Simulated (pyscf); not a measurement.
Thermochemistry of product channels of H₃C–InH–CH₃ + ammonia (NH₃) on the singlet surface, in kcal/mol, from ωB97M-D3(BJ)/def2-TZVP energies (ideal gas, 1 atm, RRHO with modes under 100 cm⁻¹ raised to 100, one conformer, R ln 2 for chiral ones without a mode under 150 cm⁻¹). Optimised with ωB97X-D3(BJ)/def2-SVP in PySCF.

```tsv
products	ΔE	ΔH(298 K)	ΔG(298 K)	ΔG(900 K)
methane (CH₄) + H₃C–InH–NH₂	…	-11.6	-10.7	-9.0
H₃C–In(CH₃)–NH₂ + hydrogen (H₂)	+0.9	-1.5	0.0	+1.2
```

What belongs in the gaps?


- methane (CH₄) + H₃C–InH–NH₂, ΔE: -11.5

These are energies of the channels, which say nothing of barriers. Elements past Kr carry the def2 core potentials, without spin-orbit coupling.
